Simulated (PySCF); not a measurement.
A GIAO shielding run with PySCF (density fitting, non-relativistic, gas phase) on `C[C@H](F)/C=C\F`, C$_{4}$H$_{6}$F$_{2}$:

```
$ OMP_NUM_THREADS=1 python probes_run.py task.json out

{"job": {"kind": "nmr", "xc": "CAM-B3LYP", "basis": "pcSseg-2", "pop": false}, "charge": 0, "multiplicity": 1}
C     -1.569846     0.103511     0.299128
C     -0.385572    -0.334808    -0.535455
F     -0.641802    -1.606775    -1.021409
C      0.891912    -0.373694     0.240150
C      1.907478     0.466031     0.070125
F      1.885367     1.442153    -0.835242
H     -1.692662    -0.558803     1.169328
H     -2.490484     0.063694    -0.301306
H     -1.427015     1.131785     0.661276
H     -0.266415     0.333250    -1.404734
H      0.991082    -1.146275     1.007554
H      2.838346     0.446691     0.644065
```

Hardware: 1 thread of an Arm Neoverse V2, shared host.

Problem. How large is the calculation?

Solution. 48 electrons, 300 basis functions and 778 auxiliary functions.

Problem. How long does it take, and how much memory does it need?

Solution. 50 s of wall time, with 13 SCF cycles and 6 response iterations; peak memory 1.4 GiB. Times on a shared host scatter by some tens of per cent.

Problem. And these other runs on the same molecule and hardware: GIAO shielding at B3LYP/pcSseg-2; GIAO shielding at B97-D/pcSseg-2; GIAO shielding at BLYP/pcSseg-2; GIAO shielding at BP86/pcSseg-2; GIAO shielding at HF/pcSseg-2; GIAO shielding at KT2/pcSseg-2?

Solution. B3LYP/pcSseg-2: 300 functions, 31 s; B97-D/pcSseg-2: 300 functions, 41 s; BLYP/pcSseg-2: 300 functions, 42 s; BP86/pcSseg-2: 300 functions, 43 s; HF/pcSseg-2: 300 functions, 17 s; KT2/pcSseg-2: 300 functions, 41 s.
